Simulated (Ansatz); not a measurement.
Two isomers of C4H6O: A = `C1=COCC1`, B = `C/C=C\C=O`.

Computed with Ansatz on PBE0-D4/def2-TZVP structures; ΔE is electronic, products minus reactants. CBS: MP2 limit from def2 TZ/QZ plus the TZ coupled-cluster correction, frozen cores. Functionals use def2-TZVPP. B3LYP here is the variant with VWN-RPA as its local correlation; programs differ in this. One conformer a species, not always the lowest.

A:

```xyz
11

C    -0.0559   -1.1670    0.1387
C    -0.3604   -0.8049   -1.1006
O    -0.3707    0.5319   -1.3295
C     0.1556    1.1498   -0.1407
C     0.1466    0.0781    0.9578
H    -0.0233   -2.1790    0.5108
H    -0.6173   -1.4136   -1.9567
H     1.1740    1.4822   -0.3656
H    -0.4589    2.0216    0.0837
H     1.0797    0.0785    1.5262
H    -0.6693    0.2225    1.6757
```

B:

Z-matrix (Å, degrees):
```
C
C 1 1.487
H 1 1.095 2 109.9
H 1 1.095 2 109.9 3 116.6
H 1 1.088 2 113.9 3 -121.7
C 2 1.337 1 128.4 3 121.6
H 2 1.089 1 114.7 3 -58.4
C 6 1.461 2 125.3 1 0.0
H 6 1.086 2 119.9 1 180.0
O 8 1.208 6 123.3 2 -180.0
H 8 1.108 6 116.7 2 0.1
```

Q: Which isomer does CCSD(T)/CBS put lower? Give the gap. (Estimate.)

A: Ansatz gave: B, by 9.0 kJ/mol.

Q: Give E(B) − E(A) in kJ/mol with CCSD/def2-TZVPP, B3LYP, CCSD(T)/def2-TZVPP, PBE0-D4, CCSD(T)/def2-SVP, MP2/def2-TZVPP, BLYP-D4. (Estimate.)

A: Ansatz gave: CCSD/def2-TZVPP -9.6, B3LYP -27.4, CCSD(T)/def2-TZVPP -10.7, PBE0-D4 -1.9, CCSD(T)/def2-SVP -19.9, MP2/def2-TZVPP -7.6, BLYP-D4 -35.5. None reverses the order clearly.

Q: Does the order hold for the free energy at 298.15 K (harmonic terms from PBE0-D4)? (Best estimate.)

A: The calculation gave: Yes: G(B) − G(A) = -21.8 kJ/mol, for one conformer each.

Largest T1 diagnostic: 0.014.

Leaving LDA and LC-ωPBE aside and taking each functional with its dispersion term where it has one, the values, not all of them listed here, spread over 38.3 kJ/mol, from BLYP-D4 to PBE-QIDH. LDA lies +34.4 kJ/mol from PBE without D4. From r2SCAN to r2SCAN0 (25 % exact exchange), in def2-TZVPP and without D4, E(B) − E(A) moves by +9.6 kJ/mol.
